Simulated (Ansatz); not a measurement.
**SiNH3 (singlet): the correlation ladder at distance Si1–H3 = 1.205 Å, cc-pVDZ**

The task here is to estimate one member of a computed series from the others.

The runs use Ansatz 0.2.0, Gaussian basis; cc-pVDZ, core rule «outside noble gas», up to 6 orbitals frozen.

The runs, in order: UHF; CCSD(T) on RHF; BCCD(T) on RHF; CISD; CCSDT(Q) on RHF; CASSCF and MRCISD+Q, 2 electrons in 2 orbitals; CASSCF and NEVPT2, 2 electrons in 2 orbitals.

27 further runs of the same task are left out: 2 for a known fault of the program, 17 that didn't finish, 8 set aside as unsound or not needed.

### The system

The geometry derives from a PBE0/def2-TZVP stationary point (not a proven minimum). One bond is set to the value named and the two fragments are kept rigid.

5 atoms, charge 0, spin multiplicity 1.

Atoms are counted from 1 here; the program's logs count them from 0.

Bond lengths: Si1–N2 1.707 Å, Si1–H3 1.205 Å, N2–H4 1.008 Å, N2–H5 1.008 Å. Angles: N2–Si1–H3 94.1°, Si1–N2–H4 126.3°, Si1–N2–H5 121.7°, H4–N2–H5 112.0°.

As a file:

| atom | x (Å) | y (Å) | z (Å) |
| --- | --- | --- | --- |
| Si1 | 0.00000 | -0.07389 | 0.62565 |
| N2 | 0.00000 | 0.05664 | -1.07638 |
| H3 | 0.00000 | 1.11793 | 0.80337 |
| H4 | 0.00000 | 0.91243 | -1.60901 |
| H5 | 0.00000 | -0.75843 | -1.66987 |

The first run:

Contents of in.yaml:

```yaml
crystal:
  periodic: [false, false, false]
  atoms:
    - {symbol: Si, position_ang: [0.000000, -0.073893, 0.625650]}
    - {symbol: N, position_ang: [0.000000, 0.056637, -1.076380]}
    - {symbol: H, position_ang: [0.000000, 1.117929, 0.803372]}
    - {symbol: H, position_ang: [0.000000, 0.912429, -1.609011]}
    - {symbol: H, position_ang: [0.000000, -0.758434, -1.669872]}
basis:
  gaussian: {orbitals: cc-pVDZ}
magnetization: {spin_polarized: true, initial_magnetization: 0}
hamiltonian: {xc: hf}
output: {orbitals: {seedname: orbitals}}
```

Started as:

```
> ansatz run in.yaml --threads 1 --pin off --events-out ev --progress --plain --max-ram 2393MiB
```

Among the steps run: UHF; CCSD(T) on RHF; BCCD(T) on RHF; CISD; CCSDT(Q) on RHF; CASSCF and MRCISD+Q, 2 electrons in 2 orbitals; CASSCF and NEVPT2, 2 electrons in 2 orbitals.

One table of the session follows, with a row left open; its other results are not shown here.

```
       method  from RCCSDT(Q) (kcal/mol)
          RHF                    +188.21
         RMP2                     +24.36
         CISD                     +21.36
        RCCSD                      +5.88
     RCCSD(T)                      +0.90
      BCCD(T)                      +0.88
       RCCSDT                          ?
    RCCSDT(Q)                          0
  CASSCF pair                    +177.35
  NEVPT2 pair                     +25.14
  MRCISD pair                     +18.61
MRCISD+Q pair                      +3.17
```

Q: Estimate the row for RCCSDT from the others.

The run gave: from RCCSDT(Q) (kcal/mol): +0.46. In the column «from RCCSDT(Q) (kcal/mol)» it lies between RCCSDT(Q) (0) and BCCD(T) (+0.88).
